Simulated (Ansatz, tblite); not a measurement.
Isomers of Al2H2 (singlet), found by a short tight-binding search and relaxed with PBE-D4/def2-TZVP in Ansatz.

The xTB rows come from tblite. Correlated methods freeze 10 core orbitals.

Run but left out: HF/def2-TZVPP (A: restricted singlet, unstable towards broken spin symmetry); B2PLYP/def2-TZVP (B: restricted singlet, unstable in another Hartree–Fock run and untested here).

A: At CCSD(T)/def2-TZVPP T1 of the charge 0 singlet is large (up to 0.029), so the single-reference result is doubtful. At CCSD(T)/def2-TZVPP the restricted singlet (for correlated methods, its reference) is unstable: a solution with broken spin symmetry lies lower. B: The restricted singlet is unstable towards broken spin symmetry in Hartree–Fock (as tested in another run); at PBE-D4/def2-TZVP, r2SCAN-D4/def2-TZVP, r2SCANh-D4/def2-TZVP, PBE0-D4/def2-TZVP this wasn't settled. At CCSD(T)/def2-TZVPP the restricted singlet (for correlated methods, its reference) is unstable: a solution with broken spin symmetry lies lower.

Other spin states were run for one of them alone.

A:

```tsv
atom	x (Å)	y (Å)	z (Å)
Al1	-0.053	-0.674	-1.118
Al2	-0.302	1.163	0.512
H3	1.142	0.124	0.035
H4	-0.786	-0.613	0.571
```

B:

| atom | x (Å) | y (Å) | z (Å) |
| --- | --- | --- | --- |
| Al1 | -1.7158 | -0.9437 | 0.7600 |
| Al2 | 0.3991 | 0.6375 | 0.3818 |
| H3 | 1.6365 | 1.0835 | -0.5866 |
| H4 | -0.3198 | -0.7773 | -0.5552 |

Problem. Estimate which lies lowest at each level, and how far above it the others are (kcal/mol).

Solution. 
```csv
level,A,B
GFN1-xTB,0.0,25.4
GFN2-xTB,0.0,2.0
PBE-D4/def2-TZVP,0.0,11.8
r2SCAN-D4/def2-TZVP,0.0,11.5
r2SCANh-D4/def2-TZVP,0.0,11.1
PBE0-D4/def2-TZVP,0.0,10.5
MP2/def2-TZVPP,0.0,9.4
CCSD/def2-TZVPP,0.0,7.8
CCSD(T)/def2-TZVPP,0.0,9.1
```
Point groups (tolerance 0.1 Å): A C2v, B not assigned. Lower isomers may exist.
